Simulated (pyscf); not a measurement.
PySCF, gas phase, ωB97X-D3(BJ)/def2-SVP geometries.

**Question.** Estimate by transition-state theory the rate constant of `[OH][SiH2][F]` + `[OH][SiH3]` -> `[OH][SiH2][O][SiH3]` + `[FH]` (singlet surface; F–Si, H–O broken, O–Si, F–H formed) at 1200 K, with ωB97M-D3(BJ)/def2-TZVP energies (ideal gas, 1 atm, RRHO with modes under 100 cm⁻¹ raised to 100, one conformer, R ln 2 for chiral ones without a mode under 150 cm⁻¹; no tunnelling).

**Answer.** The electronic barrier is 22.3 kcal/mol and the thermal terms add +51.3, so ΔG‡ = 73.6 kcal/mol. With k_BT/h = 2.50e+13 s⁻¹ and RT = 2.385 kcal/mol, and a volume of 1.64e-19 cm³ per molecule at 1 atm, k = 1.6e-19 cm³ molecule⁻¹ s⁻¹. Wigner's tunnelling factor for 556i cm⁻¹ would be 1.02. A shift of 1 kcal/mol in the barrier changes k by a factor 1.5. On the reactant side the descent ends in a complex (not fully relaxed), 4.3 kcal/mol under the separated species and 25.5 kcal/mol under the saddle at ωB97X-D3(BJ)/def2-TZVP. On the product side the descent ends in a complex, 7.8 kcal/mol under the separated species and 23.8 kcal/mol under the saddle at ωB97X-D3(BJ)/def2-TZVP. One saddle was located; it need not be the lowest between these sides.
